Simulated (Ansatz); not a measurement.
**Where CCSD(T) holds and where it slips**

Each species is computed at the geometry given (Å), with frozen cores, in Ansatz 0.2.0: RHF-CCSD(T) for singlets, UHF-CCSD(T) otherwise, and full CI in the same basis. The program picks the determinant by trial CCSD, so it needn't be the lowest Hartree–Fock solution. States: HAlO Σ⁺ or Δ, HAlC A'', Si2 Πg, Al2H Π. Cases whose determinant has another symmetry than full CI's state, or whose (Q) step broke down, weren't drawn.

Task: Judging by size, spin and bonding and the diagnostics given, rank them by the size of CCSD(T)'s error in total energy against full CI in the same basis, smallest first (an estimate).
A. HAlC, triplet, 6-31G: Al -0.192 0.000 0.508; C 0.406 0.000 -1.312; H 0.308 0.000 2.029. T1 0.089, (T) -105 meV in a correlation energy of -2.50 eV
B. Al2H, doublet, 6-31G: Al 0.000 0.000 0.395; Al 0.000 0.000 -2.601; H 0.000 0.000 2.206. T1 0.039, (T) -61 meV in a correlation energy of -2.40 eV
C. HAlO, singlet, 6-31G: Al 0.000 0.000 -0.309; O 0.000 0.000 -1.903; H 0.000 0.000 2.213. T1 0.045, (T) -413 meV in a correlation energy of -6.40 eV
D. Si2, quintet, 6-31G: Si 0.000 0.000 0.000; Si 0.000 0.000 2.255. T1 0.017, (T) -52 meV in a correlation energy of -1.94 eV

Result: D (25.8 meV), B (37.6 meV), C (73.5 meV), A (92.1 meV).

| species | basis | correlated electrons | CCSD(T) − full CI (meV) | CCSDT(Q) − full CI (meV) | unpaired electrons (full CI) | T1 | ⟨S²⟩ of the determinant |
| --- | --- | --- | --- | --- | --- | --- | --- |
| Si2, quintet | 6-31G | 8 | 25.8 | 1.4 | 4.05 | 0.017 | 6.01 |
| Al2H, doublet | 6-31G | 7 | 37.6 | 1.5 | 1.15 | 0.039 | 0.75 |
| HAlO, singlet | 6-31G | 10 | 73.5 | -37.0 | 0.52 | 0.045 | 0.00 |
| HAlC, triplet | 6-31G | 8 | 92.1 | -2.0 | 2.37 | 0.089 | 2.79 |

Unpaired electrons are Σ n²(2−n)² over natural occupations; an open shell counts its own unpaired electrons too. Frozen cores follow each run's orbitals, which moves totals by a few meV.
